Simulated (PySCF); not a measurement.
Gas-phase reaction: BH2Cl + 2 B ⇌ 2 BH + BCl

Computed with PySCF and rigid-rotor harmonic-oscillator thermochemistry at 1 bar. † marks an energy on the PBE0/def2-TZVP geometry and frequencies; other levels use their own. MP2 freezes the core. 6-31G* has spherical d functions here. Open shells (unrestricted): B (multiplicity 2); the rest are closed-shell singlets. Spin-orbit splitting is ignored; it lowers the true energy and changes the entropy of B. B3LYP is the form with VWN-RPA correlation. BH2Cl: computed as isolated molecules; such fragments, hydroxides, amides, oligomers or adducts are transient or little studied in the gas. MP2 isn't extrapolated to the basis-set limit.

HF/6-31G* gives ΔH°(298 K) = 115 kJ.

Question: What do B3LYP/6-31G*, MP2/def2-TZVPP†, PBE0/def2-QZVP† give?

Answer: B3LYP/6-31G*: 43 kJ; MP2/def2-TZVPP†: 37 kJ; PBE0/def2-QZVP†: 47 kJ. For scale, ΔH°(298 K) is 115 kJ at this level, 3 kJ at ωB97M-V/def2-TZVP†, and runs from -273 to 115 kJ over the 20 levels computed († marks an energy on the PBE0/def2-TZVP geometry).
